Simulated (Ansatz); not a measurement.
Elements on the sites of an ideal diamond lattice, at a guessed lattice constant:

```
CELL_PARAMETERS angstrom
-4.17609 4.17609 0.00000
-4.17609 0.00000 4.17609
0.00000 4.17609 4.17609
ATOMIC_POSITIONS crystal
C 0.50000 0.00000 0.00000
C 0.00000 0.50000 0.00000
C 0.00000 0.00000 0.50000
C 0.50000 0.50000 0.00000
C 0.50000 0.00000 0.50000
C 0.50000 0.50000 0.50000
C 0.87500 0.87500 0.37500
C 0.37500 0.87500 0.37500
C 0.87500 0.87500 0.87500
C 0.37500 0.37500 0.37500
C 0.37500 0.87500 0.87500
C 0.87500 0.37500 0.87500
C 0.37500 0.37500 0.87500
Si 0.87500 0.37500 0.37500
Pb 0.00000 0.00000 0.00000
Pb 0.00000 0.50000 0.50000
```

Cell and atoms were relaxed without symmetry on coarser meshes and computed once more. Method: Ansatz 0.2.0, DFT PBE, scalar-relativistic, plane waves, PAW.

Plane waves to 420 eV, a k mesh through Γ of 8×8×8 on the computed 16-atom cell and Gaussian smearing (0.10 eV); no spin polarisation.

The relaxation ran on 3×3×3 k points with a smearing of 0.1 eV, from sites shaken by 0.02 Å.

What does the relaxation give?

A volume of 11.72 Å³/atom and no gap on the mesh. It lies 0.74 eV/atom above the elements' standard states (static lattices, no corrections for gases). The atoms leave their sites by 1.17 Å (root mean square) and 1.84 Å at most, and the cell stretches by up to 60.7 % at fixed volume, so the lattice hasn't survived.

```xyz
16
Lattice="-5.7942 5.7939 2.5838 -5.9821 2.3959 6.3799 -2.3961 5.9815 6.3796" Properties=species:S:1:pos:R:3 pbc="T T T"
C   -10.9934   10.9870   13.5923
C    -5.2092    6.8812    9.0894
C    -6.8874    5.2029    9.0894
C    -6.6895    5.0031    5.6213
C    -5.0096    6.6831    5.6215
C    -7.2454    7.2392    7.7661
C    -6.2495    7.2255    5.1302
C    -7.6148    5.8861    8.0526
C   -11.8046   11.7979   12.5642
C    -5.2916    5.2855    5.8777
C   -10.1026   10.0959   12.6291
C    -7.2318    6.2432    5.1302
C    -5.8924    7.6087    8.0526
Si   -8.3085    8.3024    6.6171
Pb   -7.6298    7.6240   11.2599
Pb   -9.5996    9.5962    9.4094
```

The final mesh leaves forces up to 0.12 eV/Å and stresses up to 0.3 GPa: the relaxation ran on a coarser mesh, so the cell's shape, its bonds and its energy belong partly to that mesh.

Spin-orbit coupling is left out, which matters for the bands of heavy elements.

Cost: 2 runs of about 10 core-minutes in all (earlier runs that led there not counted), on Intel Xeon 6975P-C (Granite Rapids) (shared hosts).